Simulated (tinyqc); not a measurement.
UHF in the sto-3g basis, for H2O, spin multiplicity 1, step by step. One step of it, computed by the program tinyqc.

Problem. Orthogonalisation. S = U s U^T; symmetric (Loewdin) form X = U s^(-1/2) U^T, so that X^T S X = 1.

overlap S:
```
           1O 1s     1O 2s    1O 2px     1O 2py    1O 2pz     2H 1s      3H 1s
1O 1s   1.000000  0.236704  0.000000   0.000000  0.000000  0.037494   0.040676
1O 2s   0.236704  1.000000  0.000000   0.000000  0.000000  0.380282   0.400357
1O 2px  0.000000  0.000000  1.000000   0.000000  0.000000  0.000000   0.000000
1O 2py  0.000000  0.000000  0.000000   1.000000  0.000000  0.262124  -0.272176
1O 2pz  0.000000  0.000000  0.000000   0.000000  1.000000  0.211459   0.219822
2H 1s   0.037494  0.380282  0.000000   0.262124  0.211459  1.000000   0.190963
3H 1s   0.040676  0.400357  0.000000  -0.272176  0.219822  0.190963   1.000000
```

Give: eigenvalues of S; X.

Solution.

eigenvalues of S: 0.4281  0.5163  0.8843  1.0000  1.1018  1.2940  1.7755

X:
```
          1O 1s    1O 2s  1O 2px   1O 2py   1O 2pz    2H 1s    3H 1s
1O 1s    1.0237  -0.1371  0.0000   0.0005  -0.0078   0.0186   0.0196
1O 2s   -0.1371   1.1612  0.0000  -0.0058   0.0752  -0.2157  -0.2342
1O 2px   0.0000   0.0000  1.0000   0.0000   0.0000   0.0000   0.0000
1O 2py   0.0005  -0.0058  0.0000   1.0734  -0.0028  -0.1720   0.1811
1O 2pz  -0.0078   0.0752  0.0000  -0.0028   1.0406  -0.1178  -0.1261
2H 1s    0.0186  -0.2157  0.0000  -0.1720  -0.1178   1.1260  -0.0662
3H 1s    0.0196  -0.2342  0.0000   0.1811  -0.1261  -0.0662   1.1409
```
